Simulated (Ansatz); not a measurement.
# CH7BO: the cost of one run

Program: Ansatz 0.2.0. Level of theory: RKS PBE0/def2-SVP. These are calculated values, not measurements.

### Step 1. The starting structure

Bond lengths: B1–C3 1.600 Å, C3–H4 1.110 Å, C3–H5 1.110 Å, C3–H6 1.110 Å, B1–H7 1.190 Å, B1–O8 1.710 Å, O8–H9 1.010 Å. Angles: B1–C3–H4 109.5°, B1–C3–H5 109.5°, B1–C3–H6 109.5°, H4–C3–H5 109.4°, H4–C3–H6 109.4°, H5–C3–H6 109.4°, C3–B1–H7 120.0°, C3–B1–O8 96.8°, H7–B1–O8 101.3°, B1–O8–H9 109.5°.

Coordinates:

```xyz
10

B     0.0000    0.0000    0.0000
H     0.0000    0.0000    1.5400
C     1.3856    0.0000   -0.8000
H     1.7152   -1.0462   -0.9702
H     1.2491    0.5080   -1.7774
H     2.1552    0.5381   -0.2082
H    -1.0305    0.0000   -0.5950
O     0.0766    1.6210    0.5392
H     0.4753    1.6492    1.4668
H     0.0407    0.8604    1.5370
```

### Step 2. A restrained relaxation towards end A

Springs on the bonds that form and break draw the guess towards this end; the thresholds are loose.

File input.yaml:

```yaml
crystal:
  periodic: [false, false, false]
  atoms:
    - { symbol: B, position_ang: [0.0, 0.0, 0.0] }
    - { symbol: H, position_ang: [0.0, 0.0, 1.54] }
    - { symbol: C, position_ang: [1.3856, 0.0, -0.8] }
    - { symbol: H, position_ang: [1.7152, -1.0462, -0.9702] }
    - { symbol: H, position_ang: [1.2491, 0.508, -1.7774] }
    - { symbol: H, position_ang: [2.1552, 0.5381, -0.2082] }
    - { symbol: H, position_ang: [-1.0305, 0.0, -0.595] }
    - { symbol: O, position_ang: [0.0766, 1.621, 0.5392] }
    - { symbol: H, position_ang: [0.4753, 1.6492, 1.4668] }
    - { symbol: H, position_ang: [0.0407, 0.8604, 1.537] }
basis:
  gaussian: { orbitals: def2-SVP }
hamiltonian:
  xc: pbe0
relax:
  f_tol: 0.15
  max_steps: 25
  restrain:
    - { distance: [0, 7], at: 2.61, k: 30.0 }
    - { distance: [9, 1], at: 1.86, k: 30.0 }
    - { distance: [0, 1], at: 1.19, k: 30.0 }
    - { distance: [9, 7], at: 1.01, k: 30.0 }
```

Run with:

```console
$ ansatz run input.yaml --threads 1 --pin off --max-ram 2048MiB --backend cpu --events-out ev --progress --plain --runs-dir out
```

What time and memory should one allow on 1 thread of Intel Xeon Platinum 8488C (Sapphire Rapids), shared host?

About 20 s, with a peak of 0.15 GiB.
